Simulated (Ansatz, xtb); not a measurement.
# Redistribution: BH(CH3)(OH) + BH2(SH) → BH(CH3)(SH) + BH2(OH)

Species: BH(CH3)(OH), singlet; BH2(SH), singlet; BH(CH3)(SH), singlet; BH2(OH), singlet. The partners trade OH for SH; both sit on B, so the bond types are kept.

Shapes, held fixed at every level: PBE0-D4/def2-TZVP. Flexible molecules stand in one conformer, not always the lowest. Programs: Ansatz 0.2.0, xtb 6.7.1, xtb 6.7.1 later snapshot. The zero-point and thermal change to 298 K, harmonic and unscaled (PBE0-D4/def2-TZVP), is +0.5 kJ/mol.

| level | kind | ΔH(298 K) (kJ/mol) | less CCSD(T)/CBS estimate | CPU time (sum over the molecules) |
| --- | --- | --- | --- | --- |
| GFN0-xTB | semi-empirical | +11.5 | +6.2 | 0.096 s |
| SPW92/def2-TZVPP | LDA | +7.3 | +2.0 | 5.9 s |
| r2SCAN-D4/def2-TZVPP | meta-GGA | +6.5 | +1.2 | 17 s |
| BHLYP-D4/def2-TZVPP | global hybrid | +5.2 | -0.1 | 9.6 s |
| r2SCAN0-D4/def2-TZVPP | global hybrid | +6.2 | +0.9 | 17 s |
| wB97X-V/def2-TZVPP | range-separated hybrid | +5.7 | +0.4 | 28 s |
| B2PLYP/def2-TZVPP | double hybrid | +6.1 | +0.8 | 16 s |
| CCSD/def2-TZVPP | coupled cluster or CI | +6.0 | +0.7 | – |
| CCSD(T)/CBS estimate | coupled cluster or CI | +5.3 | 0.0 | 3.9 min |

The highest level, CCSD(T)/CBS estimate, gives ΔH(298 K) = +5.3 kJ/mol; the levels span +5.2 to +11.5. The column of differences is taken from that level and isn't an error. No measured value is set beside it here. The CBS estimate extrapolates MP2 from def2-TZVPP and def2-QZVPP and adds CCSD(T) − MP2 in the triple-zeta set, cores frozen. Times are processor times on shared x86 and Arm servers, and rough.
